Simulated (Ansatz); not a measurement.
System (SMILES): ClCl (Cl2).
Atoms: Cl1, Cl2. Bonds: Cl1-Cl2.

Basis-set convergence of the highest harmonic wavenumber at HF with Ansatz (an electronic-structure program). Each level at its own minimum, finite differences of forces, unscaled; the reference is a large set that could be run, not a limit. Cartesian d functions, on some or all atoms, in 6-31+G*, 6-311+G**; all else is spherical. The program fits the integrals of some runs and decomposes those of others, by size. No added dispersion term, no relativity. Reference: the value in def2-QZVPPD, 613 cm⁻¹. Deviations are taken from unrounded values.

```json
[
 {"basis": "def2-SVP", "functions": "36", "highest harmonic wavenumber (cm⁻¹)": "560", "minus reference (cm⁻¹)": "-53"},
 {"basis": "6-31+G*", "functions": "46", "highest harmonic wavenumber (cm⁻¹)": "593", "minus reference (cm⁻¹)": "-20"},
 {"basis": "6-311+G**", "functions": "62", "highest harmonic wavenumber (cm⁻¹)": "606", "minus reference (cm⁻¹)": "-7"},
 {"basis": "aug-cc-pV(D+d)Z", "functions": "64", "highest harmonic wavenumber (cm⁻¹)": "593", "minus reference (cm⁻¹)": "-20"},
 {"basis": "6-311++G(2d,2p)", "functions": "70", "highest harmonic wavenumber (cm⁻¹)": "607", "minus reference (cm⁻¹)": "-6"},
 {"basis": "def2-TZVP", "functions": "74", "highest harmonic wavenumber (cm⁻¹)": "609", "minus reference (cm⁻¹)": "-4"},
 {"basis": "def2-TZVPP", "functions": "84", "highest harmonic wavenumber (cm⁻¹)": "609", "minus reference (cm⁻¹)": "-4"},
 {"basis": "6-311++G(3df,3pd)", "functions": "94", "highest harmonic wavenumber (cm⁻¹)": "612", "minus reference (cm⁻¹)": "-1"},
 {"basis": "jun-cc-pV(T+d)Z", "functions": "96", "highest harmonic wavenumber (cm⁻¹)": "614", "minus reference (cm⁻¹)": "1"},
 {"basis": "aug-cc-pV(T+d)Z", "functions": "110", "highest harmonic wavenumber (cm⁻¹)": "612", "minus reference (cm⁻¹)": "-1"},
 {"basis": "def2-QZVPP", "functions": "140", "highest harmonic wavenumber (cm⁻¹)": "613", "minus reference (cm⁻¹)": "0"}
]
```

The smallest set listed that lies within 10 cm⁻¹ of the reference with all its larger relatives (same family, alike in diffuse functions; a set with none counts only in the reference's own line) is 6-311+G** (62 functions, -7 cm⁻¹ off).
